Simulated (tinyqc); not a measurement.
Inside a calculation. Method: Hueckel theory of the pi electrons, for the molecule C=N[CH2+] (SMILES; centres numbered as the heavy atoms are written). Computed by tinyqc, a small Python program that keeps every step. Settings: charge = 1. Command: `OMP_NUM_THREADS=1 python tinyqc.py 21737 21738 out.jsonl` (the two numbers bound the seeds that draw the settings). One thread of a shared host (Intel(R) Xeon(R) Processor @ 2.60GHz), about 0.01 s of CPU time with the checks.

## The Hueckel matrix

Centres:

| centre | z_r, pi electrons of the neutral centre | h |
|---|---|---|
| 1C | 1 | 0.00000 |
| 2N | 1 | 0.50000 |
| 3C | 1 | 0.00000 |

Bonds:

| i | j | k |
|---|---|---|
| 1 | 2 | 1 |
| 2 | 3 | 1.00000 |

H_rr = alpha + h_r beta, H_rs = k_rs beta for bonded centres.

Hueckel matrix in units of beta (H = alpha + beta A), lower triangle:
```
         1C       2N       3C
1C  0.00000
2N  1.00000  0.50000
3C  0.00000  1.00000  0.00000
```

## Orbitals

pi electrons, sum of z_r less the charge = 2

Diagonalise; E = alpha + x beta with beta < 0, so the largest x are filled first; degenerate levels share their electrons. P = sum n_i c_ri c_si; each orbital has its largest coefficient positive (the first on a tie).

x values: 1.68614  0.00000  -1.18614

occupations: 2.00000  0.00000  0.00000

coefficients:
```
        MO1       MO2       MO3
1C  0.45440   0.70711  -0.54177
2N  0.76618   0.00000   0.64262
3C  0.45440  -0.70711  -0.54177
```

charge and bond-order matrix P, lower triangle:
```
         1C       2N       3C
1C  0.41296
2N  0.69631  1.17408
3C  0.41296  0.69631  0.41296
```

## Energy, charges, bond orders

E = sum n x; q_r = z_r - P_rr; bond order p = P_rs; free valence = sqrt(3) - sum of p over the bonds of the atom.

pi energy = 2 alpha + this times beta = 3.37228

pi charges: 1C 0.58704, 2N -0.17408, 3C 0.58704

Bond orders and lengths from R = 1.517 - 0.180 p (angstrom, C-C alone):

| bond | p | R |
|---|---|---|
| 1-2 | 0.69631 | - |
| 2-3 | 0.69631 | - |

free valence of the carbons: 1C 1.03574, 3C 1.03574

gap between the highest filled and the next level = 1.68614 |beta|
